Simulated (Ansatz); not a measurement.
A nudged elastic band was laid between two geometries of AlFH₄ (6 atoms, charge 0, multiplicity 1).

The calculation used RKS B3LYP-D4/def2-SVP in Ansatz.

- movable images: 7
- climbing image: yes
- spring: 5.0 eV/Å²
- optimiser: quadratic models (default)
- start path: through a guess of the saddle point
- force threshold: 0.03 eV/Å
- iteration limit: 60
- end points: relaxed

Initial state:

```xyz
6
Properties=species:S:1:pos:R:3
Al 0.007 -0.004 0.042
H 0.015 0.276 1.647
H 1.385 0.144 -0.722
H -1.389 0.079 -0.700
F 0.057 -1.930 0.821
H 0.054 -1.464 1.655
```

Final state:

```xyz
6
Properties=species:S:1:pos:R:3
Al 0.016 -0.544 -0.292
H 0.019 0.156 1.977
H 1.400 0.166 -0.549
H -1.402 0.102 -0.525
F 0.057 -2.173 0.102
H 0.037 -0.605 2.029
```

**Question.** Which bonds break or form, and what moves?

**Answer.** Bonds broken: Al1–H2, F5–H6. Bonds formed: H2–H6. AlFH4 becomes AlFH2 + H2.

**Question.** What energy profile does the band end with?

**Answer.** It converged. The highest image is number 2 of 0 to 8, 1.3 kJ/mol above the first end and 126.3 kJ/mol above the last; the last end lies 125.0 kJ/mol below the first. A vibrational analysis at the climbing image gives one clearly imaginary mode, 466i cm⁻¹: a first-order saddle point. The orbitals stay closed-shell, which can raise the energy where a bond breaks towards radicals; this wasn't checked here.

| image | path coordinate (Å) | energy (kJ/mol) | Al1–H2 (Å) | F5–H6 (Å) | H2–H6 (Å) |
| --- | --- | --- | --- | --- | --- |
| 0 | 0.00 | 0.0 | 1.63 | 0.96 | 1.74 |
| 1 | 0.19 | 0.4 | 1.65 | 0.98 | 1.50 |
| 2 | 0.38 | 1.3 | 1.69 | 1.04 | 1.27 |
| 3 | 0.60 | -11.3 | 1.77 | 1.22 | 1.03 |
| 4 | 0.83 | -55.4 | 1.87 | 1.45 | 0.86 |
| 5 | 1.05 | -94.6 | 2.02 | 1.69 | 0.79 |
| 6 | 1.27 | -115.0 | 2.17 | 1.94 | 0.77 |
| 7 | 1.50 | -123.2 | 2.30 | 2.21 | 0.76 |
| 8 | 1.72 | -125.0 | 2.37 | 2.48 | 0.76 |

**Question.** What is the geometry of the highest image?

**Answer.** 
```xyz
6
Properties=species:S:1:pos:R:3
Al 0.008 -0.115 0.004
H 0.018 0.073 1.686
H 1.401 0.155 -0.685
H -1.404 0.096 -0.664
F 0.058 -1.915 0.826
H 0.047 -1.193 1.575
```

**Question.** What are the harmonic wavenumbers there?

**Answer.** 466i, 437, 476, 623, 764, 868, 1089, 1166, 1634, 1963, 1974, 2361 cm⁻¹.

The run took 72 s on 1 thread of Intel(R) Xeon(R) Platinum 8259CL CPU @ 2.50GHz (Skylake/Cascade Lake), with other jobs on the host, peak memory 0.11 GiB.
